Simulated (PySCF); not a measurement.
Level of theory: TPSSh-D3(BJ)/def2-TZVP // PBE0-D3(BJ)/def2-SVP (PySCF 2.14.0). All species are isolated molecules in the gas phase. Delta-SCF ions had no search for a lower state. 

Reference species (SMILES): `CN(C)C` (neutral, multiplicity 1).

```
Quantity                                 Result
--------------------------------------  -------
HOMO–LUMO gap                           6.29 eV
dipole moment                            0.39 D
vertical ionisation energy (Delta-SCF)  8.11 eV
```

Changed species: `N` (free base NH3; the reference has free base N(CH3)3).

Problem. Predict the effect on the HOMO–LUMO gap, dipole moment and vertical ionisation energy (Delta-SCF).

Solution. the HOMO–LUMO gap rises by 1.27 eV, to 7.56 eV; the dipole moment rises by 1.37 D, to 1.76 D; the vertical ionisation energy (Delta-SCF) rises by 2.68 eV, to 10.79 eV.
